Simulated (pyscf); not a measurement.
7 gas-phase steps of one pattern: hydrogen abstraction on the doublet surface, H–H broken and H–N or H–P formed. Optimised with ωB97X-D3(BJ)/def2-SVP in PySCF. Electronic energies in kcal/mol, from the separated reactants; ΔE‡ and ΔE at ωB97M-D3(BJ)/def2-TZVP. Rows were drawn at random from the steps of this pattern with a verified saddle, stable references and no exit in the data more than 5 kcal/mol lower.

```json
[
 {"row": "1", "step": "[H₃C–Al(CH₃)–NH]• + H₂ -> H₃C–Al(CH₃)–NH₂ + H•", "ΔE": "-12.7", "ΔE‡": "6.3"},
 {"row": "2", "step": "•HN–Sn(NH₂)(NH₂)–NH₂ + H₂ → H₂N–Sn(NH₂)(NH₂)–NH₂ + H•", "ΔE": "-6.8", "ΔE‡": "6.8"},
 {"row": "3", "step": "[HN=Si–F]• + H₂ -> H₂N–Si:–F [singlet] + H•", "ΔE": "-6.5", "ΔE‡": "10.4"},
 {"row": "4", "step": "[HN=Si–NH₂]• + H₂ → H₂N–Si:–NH₂ [singlet] + H•", "ΔE": "-1.3", "ΔE‡": "12.3"},
 {"row": "5", "step": "[HN=SiH]• + H₂ → H₂N–SiH: [singlet] + H•", "ΔE": "+4.5", "ΔE‡": "?"},
 {"row": "6", "step": "PH₂• + H₂ → PH₃ + H•", "ΔE": "+20.1", "ΔE‡": "23.4"},
 {"row": "7", "step": "H₃Si–PH• + H₂ → H₃Si–PH₂ + H•", "ΔE": "+21.3", "ΔE‡": "24.2"}
]
```

### Question
From a straight line through the complete rows, estimate the missing barrier and say how far the line can be trusted.

### Answer
Over the 6 complete rows the means are +2.4 (ΔE) and 13.9 (ΔE‡); least squares gives b = 0.54 and a = 12.6 kcal/mol, with residuals of 1.1 kcal/mol (root mean square; largest 2.1, row 2). For row 5: 12.6 + 0.54 × (+4.5) = 15.0 kcal/mol. The computed barrier is 17.5 kcal/mol, 2.5 over the line. The line follows the complete rows closely. Each barrier is that of the saddle found. Elements past Kr carry the def2 core potentials, without spin-orbit coupling.
